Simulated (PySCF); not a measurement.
## BH at RHF-CCSD

Level: RHF-CCSD. basis B def2-TZVPPD, H def2-TZVPPD; no relativity; PySCF 2.14.

```
state                          : ¹Σ⁺ (singlet), closed shell
bond length                    : 1.233 Å
harmonic wavenumber            : 2367 cm⁻¹
force constant                 : 3.05 mdyn/Å
rotational constant Be         : 12.01 cm⁻¹
anharmonicity ωexe             : 49.1 cm⁻¹
vibration–rotation constant αe : 0.417 cm⁻¹
well depth De to B + H         : 3.60 eV
dissociation energy D0         : 3.46 eV
```

Correlated steps freeze 1 core orbital. Where the molecule has an RHF reference, its open-shell atoms are computed with UHF.
